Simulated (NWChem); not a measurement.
# M06-2X-D3(0)/jun-cc-pV(T+d)Z (esp resp) run of BH3 (borane)

What is the energy difference between two shapes of BH3 (borane) at M06-2X-D3(0)/jun-cc-pV(T+d)Z (esp resp)? 

Program for the calculation: NWChem 7.3.0.

### Step 1. The structure to begin with

The species is BH3 (4 atoms), meant as a singlet with charge 0. SMILES: `B`. The shape is that of a PBE0-D4/def2-TZVP optimisation.

Bond lengths: B1–H2 1.193 Å, B1–H3 1.193 Å, B1–H4 1.193 Å. Angles: H2–B1–H3 120.0°, H2–B1–H4 120.0°, H3–B1–H4 120.0°.

### Step 2. The energy at M06-2X-D3(0)/jun-cc-pV(T+d)Z (esp resp)

Contents of calc.nw:

```
start calc
memory 2200 mb
geometry
   zmatrix
     B
     H 1 r2
     H 1 r3 2 a3
     H 1 r4 2 a4 3 d4
   variables
     r2 1.193489
     r3 1.193493
     a3 120.00312
     r4 1.193451
     a4 119.99514
     d4 179.98694
   end
end
basis spherical bse
   * library "jun-cc-pV(T+d)Z"
end
dft
   xc m06-2x
   disp vdw 3
   grid coarse
   direct
   print low
end
esp
   restrain
   recalculate
end
task dft energy
task esp
```

Launch:

```bash
$ nwchem calc.nw > calc.out
```

What it wrote:

```text
[...]
 Group name             D3h
[...]
 d= 0,ls=0.0,diis     1    -26.5835590678 -3.40D+01  3.30D-03  8.38D-02     0.4
[...]
 d= 0,ls=0.0,diis     6    -26.5960378373 -1.03D-08  1.55D-06  8.76D-10     1.3
         Total DFT energy =      -26.596037837330
      One electron energy =      -49.073491141882
           Coulomb energy =       20.173586874515
    Exchange-Corr. energy =       -5.114979598260
 Nuclear repulsion energy =        7.418846270286
    Dispersion correction =       -0.000000241990
[...]
 Dipole moment                                  0.002043    0.001985    0.001985
 Quadrupole moment Qxx                         -0.997037   -0.975516   -0.975516
                   Qyy                         -0.997037   -0.975516   -0.975516
                   Qzz                          1.994075    1.951031    1.951031
[...]
```

Wall time 2.3 s (1 thread of AMD EPYC 7B13 (Zen 3), shared host); peak memory 0.11 GiB.

### Step 3. The distorted shape

Contents of run.nw:

```
start run
title "BH3 energy"
memory total 2200 mb

geometry noautoz
B     0.241961   -0.209039    0.028133
H     1.060170    0.262395    0.535219
H    -0.230522   -1.360296   -0.076155
H    -0.735846    0.682620   -0.662065
end

basis spherical bse
* library "jun-cc-pV(T+d)Z"
end

dft
xc m06-2x
disp vdw 3
grid coarse
direct
print low
end

esp
restrain
recalculate
end

task dft
task esp
```

Launch:

```bash
$ nwchem run.nw > run.out
```

What it wrote:

```text
[...]
 d= 0,ls=0.0,diis     1    -26.5398735254 -3.36D+01  3.57D-03  9.71D-02     0.6
[...]
 d= 0,ls=0.0,diis     6    -26.5568802148 -2.27D-08  1.86D-06  2.25D-09     2.9
         Total DFT energy =      -26.556880214805
      One electron energy =      -48.339671738175
           Coulomb energy =       19.754745496667
    Exchange-Corr. energy =       -5.059702387378
 Nuclear repulsion energy =        7.087748874414
    Dispersion correction =       -0.000000460334
[...]
 Dipole moment                                  0.281745    0.281330    0.281330
 Quadrupole moment Qxx                         -0.602336   -0.579802   -0.579802
                   Qyy                         -1.208755   -1.195787   -1.195787
                   Qzz                          1.811091    1.775590    1.775590
[...]
```

Wall time 3.9 s (1 thread of AMD EPYC 7B13 (Zen 3), shared host); peak memory 0.11 GiB.

### Step 4. Results

At M06-2X-D3(0)/jun-cc-pV(T+d)Z (esp resp):

```
                              quantity         value
             first shape: total energy  -26.59604 Eh
        first shape: dispersion energy   0.00 kJ/mol
         distorted shape: total energy  -26.55688 Eh
    distorted shape: dispersion energy   0.00 kJ/mol
energy change with the atoms displaced      1.066 eV
```

With the atoms displaced the energy rises by 1.07 eV (25 kcal/mol). The first shape isn't relaxed at this level, so the change isn't measured from a minimum.
